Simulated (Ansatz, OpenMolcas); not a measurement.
# How methods differ on SiF2 (SMILES F[Si]F)

SiF2: 3 atoms, total charge 0, spin state singlet. SMILES: `F[Si]F`. The shape is that of a PBE0-D4/def2-TZVP optimisation.

```jsonl
{"atom": "F", "x (Å)": "0.1663", "y (Å)": "1.2468", "z (Å)": "0.2294"}
{"atom": "Si", "x (Å)": "-0.5949", "y (Å)": "-0.0464", "z (Å)": "-0.3301"}
{"atom": "F", "x (Å)": "0.4286", "y (Å)": "-1.2004", "z (Å)": "0.1007"}
```

Each level gives the energy change with the Si2–F3 bond stretched from 1.602 to 4.004 Å (eV). The values are calculated.

| level | kind | program | value (eV) | less FCI/STO-3G | CPU time (all runs) |
| --- | --- | --- | --- | --- | --- |
| HF/STO-3G (restricted) | Hartree–Fock | Ansatz | 10.27 | +5.82 | 0.31 s |
| HF/STO-3G (unrestricted) | Hartree–Fock | OpenMolcas | 3.53 | -0.92 | 11 s |
| revPBE/STO-3G (restricted) | GGA | Ansatz | 6.36 | +1.91 | 5.7 s |
| PBE0/STO-3G (restricted) | global hybrid | Ansatz | 7.76 | +3.31 | 2.2 s |
| HSE06/STO-3G (restricted) | range-separated hybrid | Ansatz | 7.70 | +3.25 | 5.4 s |
| B2PLYP/STO-3G (restricted) | double hybrid | Ansatz | 5.43 | +0.98 | 3.9 s |
| MP2/STO-3G (unrestricted) | perturbation theory | Ansatz | 4.30 | -0.15 | 1.2 s |
| CASPT2(2,2)/STO-3G | multireference | OpenMolcas | 4.36 | -0.09 | 3.1 s |
| BCCD(T)/STO-3G (restricted) | coupled cluster or CI | Ansatz | 4.31 | -0.14 | 1.1 s |
| FCI/STO-3G | exact in the basis | OpenMolcas | 4.45 | 0.00 | 22 s |

FCI/STO-3G is exact within its basis and frozen core, so for wave-function methods in that basis the difference is their error; functionals converge differently with the basis, so for them it is only a difference. Spin-restricted single references rise too steeply as a bond breaks, Hartree–Fock most of all. Perturbation and coupled-cluster corrections on them can overshoot downwards. The first shape isn't each level's own minimum. The values span 3.53 to 10.27 eV. Spin contamination of the reference (⟨S²⟩ at least 0.1 too high) touches HF/STO-3G, MP2/STO-3G. All rows use very small basis sets, so even the best lies far from the true value. CPU times are rough (shared hosts, several kinds of processor): they show what a rung costs within a factor of a few.
